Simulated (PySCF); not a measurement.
System (SMILES): CCl (CH3-Cl).
Geometry (B3LYP-D3(BJ)/def2-TZVP, fixed):
```xyz
5

C      0.0082     0.0133    -1.1337
Cl    -0.0048    -0.0077     0.6605
H      0.0175     1.0478    -1.4634
H      0.8997    -0.5040    -1.4752
H     -0.8852    -0.4920    -1.4879
```
Charge 0, spin multiplicity 1.

Basis-set convergence of the mean static polarisability at PBE with PySCF. All functions are spherical. Density fitting with generated auxiliary sets. In sets without p functions on hydrogen, species with hydrogen take exact integrals. No added dispersion term, no relativity. Reference: the value in aug-pcseg-3, 30.98 bohr³, itself unsure by roughly 0.7 % (its mean distance from aug-cc-pV(Q+d)Z, aug-pcseg-2, aug-cc-pV(T+d)Z). Deviations are taken from unrounded values. Cost is core time over that of 6-31G**, rough, on shared machines of one kind; a dash marks a row that isn't timed (too short, read off another run, short of memory, by another algorithm or on other hardware).

```
basis            functions  mean static polarisability (bohr³)  minus reference (%)  cost
---------------  ---------  ----------------------------------  -------------------  ----
pcseg-0                 28                               16.69                -46.1     -
def2-SV(P)              38                               19.33                -37.6     -
6-31+G*                 46                               23.16                -25.2     -
6-31G**                 47                               20.31                -34.4    1×
aug-cc-pV(D+d)Z         82                               29.62                 -4.4    2×
def2-TZVPD             110                               30.66                 -1.0    3×
jun-cc-pV(T+d)Z        129                               30.40                 -1.9    3×
cc-pV(Q+d)Z            209                               27.67                -10.7    6×
def2-QZVPPD            241                               30.91                 -0.2   10×
```
